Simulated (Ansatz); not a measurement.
Molecule: singlet methylene, CH2, net charge 0, singlet state. 
Structure (B3LYP-D3(BJ)/def2-TZVP (Ansatz, an electronic-structure program) minimum search):
```
C
H 1 1.1106
H 1 1.1106 2 101.83
```
Charge 0, spin multiplicity 1.

Basis-set convergence of Hartree-Fock and CCSD correlation energies (hartree) with Ansatz. Cores are frozen in the correlated levels unless marked. Spin-orbit coupling is left out. No relativistic terms.

The Hartree-Fock reference is unstable (checked in the largest basis), which strains HF and MP2. 

| basis | functions | E(HF) | E(corr, CCSD) |
|---|---|---|---|
| def2-SVPD | 36 | -38.84781 | -0.14283 |
| def2-TZVPPD | 71 | -38.89383 | -0.16432 |
| def2-QZVPPD | 129 | -38.89564 | -0.17132 |

Extrapolating the two largest sets (X = 3 and 4) as X^-3: E(corr) = (64·(-0.17132) - 27·(-0.16432))/37 = -0.1764 Eh, an estimate of the basis-set limit. The largest set recovers 97.1 % of it, the smallest 81.0 %.
